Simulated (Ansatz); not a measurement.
# B3H+ (quartet): from Hartree-Fock to the top rungs, def2-TZVPP

One table from this session's results is given with a row withheld; the runs are named, their logs left out.

Method: def2-TZVPP, core rule «outside noble gas», up to 3 orbitals frozen; program: Ansatz 0.2.0, Gaussian basis.

The runs, in order: UHF; ROHF; CCSD(T) on UHF.

2 further runs of the same task are left out: 2 set aside as unsound or not needed.

## The geometry

The geometry is a PBE0/def2-TZVP stationary point (not a proven minimum) of the parent state, kept for this charge and spin.

4 atoms, charge 1, spin multiplicity 4.

Atoms are counted from 1 here; the program's logs count them from 0.

Bond lengths: B1–B2 1.556 Å, B1–B3 1.548 Å, B2–B3 1.853 Å, B2–H4 1.183 Å. Angles: B2–B1–B3 73.3°, B1–B2–B3 53.2°, B1–B2–H4 169.4°, B3–B2–H4 137.4°, B1–B3–B2 53.5°.

Coordinates:

```xyz
4
B3H
B     0.0000   -0.7965   -0.3466
B     0.0000    0.0620    0.9505
B     0.0000    0.6858   -0.7941
H     0.0000    0.5228    2.0401
```

The first run:

The input, in.yaml:

```yaml
crystal:
  periodic: [false, false, false]
  atoms:
    - {symbol: B, position_ang: [0.000000, -0.796508, -0.346642]}
    - {symbol: B, position_ang: [0.000000, 0.061998, 0.950518]}
    - {symbol: B, position_ang: [0.000000, 0.685766, -0.794078]}
    - {symbol: H, position_ang: [0.000000, 0.522819, 2.040076]}
basis:
  gaussian: {orbitals: def2-TZVPP}
total_charge: 1
magnetization: {spin_polarized: true, initial_magnetization: 3}
hamiltonian: {xc: hf}
output: {orbitals: {seedname: orbitals}}
```

Run with:

```bash
$ ansatz run in.yaml --threads 1 --pin off --events-out ev --progress --plain --max-ram 4096MiB --backend cpu
```

Among the steps run: UHF; ROHF; CCSD(T) on UHF.

One table of the session follows, with a row left open; its other results are not shown here.

```
  method  from UCCSD(T) (meV)
    ROHF                    ?
     UHF              +6207.0
    UMP2              +1180.5
   UCCSD               +312.4
UCCSD(T)                    0
```

Q: Estimate the row for ROHF from the others.

**Answer.** from UCCSD(T) (meV): +6411.0. In the column «from UCCSD(T) (meV)» it is the highest.
